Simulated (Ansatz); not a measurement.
System: N2H4, charge 0, singlet. N2H4 (hydrazine, SMILES NN).
B3LYP-D3(BJ)/def2-TZVP minimum from Ansatz (an electronic-structure program):
```xyz
6

N     -0.0129     0.7139    -0.0827
N      0.0114    -0.7158    -0.0646
H      0.2269     1.1174     0.8176
H     -0.9512     1.0064    -0.3221
H     -0.2103    -1.0959     0.8505
H      0.9449    -1.0146    -0.3149
```
Charge 0, spin multiplicity 1.

Total energies in cc-pVTZ, 14 correlated electrons, 2 frozen orbitals. Open shells are spin-unrestricted; no spin-orbit coupling. Cores are frozen in correlated methods. No relativity.

```
method    program  energy (Eh)  minus CCSDT(Q) (mEh)
--------  -------  -----------  --------------------
HF         Ansatz   -111.22421                475.07
MP2        Ansatz   -111.66386                 35.43
CCSD       Ansatz   -111.68199                 17.29
CCSD(T)    Ansatz   -111.69834                  0.94
CCSDT(Q)   Ansatz   -111.69928                  0.00
```

Rough core times of Ansatz's runs on a shared machine: CCSD(T) under 20 s, CCSDT(Q) 9 min.
